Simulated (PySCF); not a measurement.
# C5H7F: the cost of one run

Computed with PySCF 2.14.0, with density-fitted response routines of our own, on a single molecule in the gas phase. Atoms count from 0, in the outputs and in this text.

## (1) Starting geometry

13 atoms, charge 0, multiplicity 1; geometry from: GFN2-xTB. The atoms were then displaced at random by about 0.01 Å, so the start is not that level's minimum.

Bonds of the start (Å): C0–C1 1.30, C1–C2 1.50, C1–C3 1.50, C3–C4 1.31, C3–F5 1.35, C0–H6 1.09, C0–H7 1.08, C2–H8 1.06, C2–H9 1.11, C2–H10 1.08, C4–H11 1.06, C4–H12 1.06.

## (2) Optimising the geometry at PBE0-D3(BJ)/def2-SVP

What the job is given:

```
{"job": {"xc": "PBE0", "basis": "def2-SVP", "d3": "d3bj", "grid": 1, "shake": 0.01, "kind": "geom"}, "charge": 0, "multiplicity": 1}
C     -1.216680     1.323790     0.385670
C     -0.440930     0.302540     0.169420
C     -0.967530    -1.101880     0.086900
C      1.037060     0.496620     0.000830
C      1.929290    -0.437110    -0.218210
F      1.405540     1.792490     0.077890
H     -0.848160     2.353070     0.434990
H     -2.283360     1.232470     0.501860
H     -0.712520    -1.534090    -0.852380
H     -0.493110    -1.715960     0.879810
H     -2.034110    -1.117050     0.239440
H      1.693450    -1.470770    -0.272100
H      2.936890    -0.141000    -0.323040
```

Run with:

```bash
> OMP_NUM_THREADS=1 python probes_run.py task.json out
```

This one command runs all jobs of the session in turn.

**Question.** How long does this first job take on 1 thread of Arm Neoverse V1, shared host, and how much memory does it need?

About 28 s, with a peak of 0.51 GiB.
